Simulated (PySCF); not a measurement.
C4H5N.
Bonds: C1–C2 (double), C2–C3, C3–C4, C4–N5 (triple). Hydrogens: H6, H7 on C1; H8 on C2; H9, H10 on C3.

All values: wB97X-D/pcSseg-2 (PySCF, non-relativistic), on one gas-phase PBE0-D3(BJ)/def2-TZVP geometry that isn't relaxed in the solvent. The solvent is an IEF-PCM continuum (cavity from Bondi-type radii × 1.2). Specific hydrogen bonds and non-electrostatic terms are outside this model.

Gas phase at wB97X-D/pcSseg-2: HOMO -10.18 eV, LUMO 1.32 eV, dipole 4.05 D.

**Question.** What does the continuum do to the energy, the frontier levels and the dipole at wB97X-D/pcSseg-2 in chloroform?

**Answer.** 
```tsv
solvent	ε	E(solvent) − E(gas) (kcal/mol)	polarisation term (kcal/mol)	distortion of the solute (kcal/mol)	HOMO (eV)	LUMO (eV)	dipole (D)
chloroform	4.711	-5.24	-6.08	0.84	-9.90	1.57	4.86
```

The polarisation term is half the interaction of the solute with the surface charges that it induces; the rest is the cost of distorting the solute's density. The sum is the electrostatic part of solvation alone.

**Question.** Which radius a makes the point-dipole formula ΔE = −[(ε − 1)/(2ε + 1)]·μ²/a³ give the value in chloroform, with the gas-phase dipole?

**Answer.** μ = 1.594 au and |ΔE| = 0.00834 Eh give a = 2.52 Å; the farthest nucleus lies 2.97 Å from the centroid of the nuclei, so such a sphere wouldn't even hold the nuclei. The formula assumes a rigid point dipole at the centre of a sphere.

Hardware: one thread, Arm Neoverse N1 (aarch64), shared host. Cost: 47 s wall, 1.0 GiB resident at most. This is the whole shielding run at wB97X-D/pcSseg-2 in chloroform, SCF included.

Shape of the structure used: `[CH2:1]=[CH:2][CH2:3][C:4]#[N:5]`: C1–C2–C3–C4 -124°.

The pairwise dispersion term of wB97X-D wasn't added to the energies; at a given geometry it leaves orbitals and properties as they are.
